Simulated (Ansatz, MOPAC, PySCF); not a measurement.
Molecule: CH, net charge 0, doublet state. SMILES: [CH]
Structure (B3LYP-D3(BJ)/def2-TZVP (Ansatz, a program for electronic structure) minimum search):
```
C
H 1 1.1235
```
Charge 0, spin multiplicity 2.

Unscaled harmonic wavenumbers (cm⁻¹) in rising order, each level at the stationary point that it reaches from this structure (no distance between atoms moves by over 0.3 Å); the order of modes can differ between levels, and a negative number is imaginary. B3LYP-D3(BJ)/def2-TZVP (PySCF, at the structure above): 2827.

PM7 (MOPAC): 2612. Zero-point energy 3.7 against 4.0 kcal/mol; where all levels lie over 400 cm⁻¹, the wavenumbers are on average 0.924 times those of B3LYP-D3(BJ)/def2-TZVP.

HF/3-21G (Ansatz): 2947. Zero-point energy 4.2 against 4.0 kcal/mol; where all levels lie over 400 cm⁻¹, the wavenumbers are on average 1.042 times those of B3LYP-D3(BJ)/def2-TZVP.

HF/6-31G* (Ansatz): 3108. Zero-point energy 4.4 against 4.0 kcal/mol; where all levels lie over 400 cm⁻¹, the wavenumbers are on average 1.099 times those of B3LYP-D3(BJ)/def2-TZVP.

B3LYP/6-31G* (Ansatz): 2803. Zero-point energy 4.0 against 4.0 kcal/mol; where all levels lie over 400 cm⁻¹, the wavenumbers are on average 0.991 times those of B3LYP-D3(BJ)/def2-TZVP.
